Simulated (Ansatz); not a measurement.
# Al2H3S: the cost of one run

Program: Ansatz 0.2.0. Level of theory: UKS B3LYP-D4/def2-SVP. These are calculated values, not measurements.

1 further run of the same task is left out (it didn't finish).

## 1. The structure to begin with

Bond lengths: Al1–Al2 2.615 Å, Al2–S3 2.251 Å, Al1–H4 1.634 Å, Al2–H5 1.602 Å, S3–H6 1.332 Å. Angles: Al1–Al2–S3 82.9°, Al1–Al2–H5 170.6°, S3–Al2–H5 106.5°, Al2–Al1–H4 171.5°, Al2–S3–H6 93.9°.

As a file:

```xyz
6

Al   -1.6505   -0.6340   -0.9782
Al    0.2268    1.0327   -0.2466
S     0.9187   -0.7216    0.9822
H    -2.7046   -1.8392   -1.3032
H     1.2613    2.2232    0.0364
H     1.9484   -0.0612    1.5094
```

## 2. End point A

input.yaml reads:

```yaml
crystal:
  periodic: [false, false, false]
  atoms:
    - { symbol: Al, position_ang: [-1.65055, -0.63398, -0.97825] }
    - { symbol: Al, position_ang: [0.22678, 1.03273, -0.24664] }
    - { symbol: S, position_ang: [0.91875, -0.72158, 0.98223] }
    - { symbol: H, position_ang: [-2.70462, -1.83922, -1.30317] }
    - { symbol: H, position_ang: [1.26129, 2.22323, 0.03644] }
    - { symbol: H, position_ang: [1.94836, -0.06118, 1.50939] }
magnetization:
  spin_polarized: true
  initial_magnetization: 1
basis:
  gaussian: { orbitals: def2-SVP }
hamiltonian:
  xc: b3lyp
  dispersion: d4
relax:
  f_tol: 0.015
  max_steps: 40
```

The run is started by

```console
$ ansatz run input.yaml --threads 1 --pin off --max-ram 2048MiB --backend cpu --events-out ev --progress --plain --runs-dir out
```

**Question.** How long does this run take on 1 thread of Arm Neoverse V1, shared host, and how much memory does it need?

About 52 s, with a peak of 0.18 GiB.
